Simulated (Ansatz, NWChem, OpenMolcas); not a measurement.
## How basis sets differ on F2 (fluorine)

The species is F2 (2 atoms), meant as a singlet with charge 0. As SMILES, `FF`. The shape is that of a PBE0-D4/def2-TZVP optimisation.

| atom | x (Å) | y (Å) | z (Å) |
| --- | --- | --- | --- |
| F | -0.5839 | 0.2124 | -0.2950 |
| F | 0.5839 | -0.2124 | 0.2950 |

Quantity: the HOMO–LUMO gap, in eV. The values are calculated.

```json
{"level": "HF/ANO-R0 (sfX2C)", "kind": "Hartree–Fock", "program": "OpenMolcas", "value (eV)": "22.82"}
{"level": "HF/STO-3G", "kind": "Hartree–Fock", "program": "OpenMolcas", "value (eV)": "23.01"}
{"level": "HF/3-21G", "kind": "Hartree–Fock", "program": "OpenMolcas", "value (eV)": "21.60"}
{"level": "HF/def2-SVP", "kind": "Hartree–Fock", "program": "NWChem", "value (eV)": "21.48"}
{"level": "HF/pcseg-1", "kind": "Hartree–Fock", "program": "Ansatz", "value (eV)": "21.09"}
{"level": "HF/ANO-RCC-VTZP (DKH2)", "kind": "Hartree–Fock", "program": "OpenMolcas", "value (eV)": "20.52"}
{"level": "HF/cc-pVTZ", "kind": "Hartree–Fock", "program": "OpenMolcas", "value (eV)": "21.25"}
```

The values span 20.52 to 23.01 eV. A Hartree–Fock LUMO above zero doesn't converge with the basis: it sinks as sets grow more diffuse. Orbital gaps aren't excitation energies.
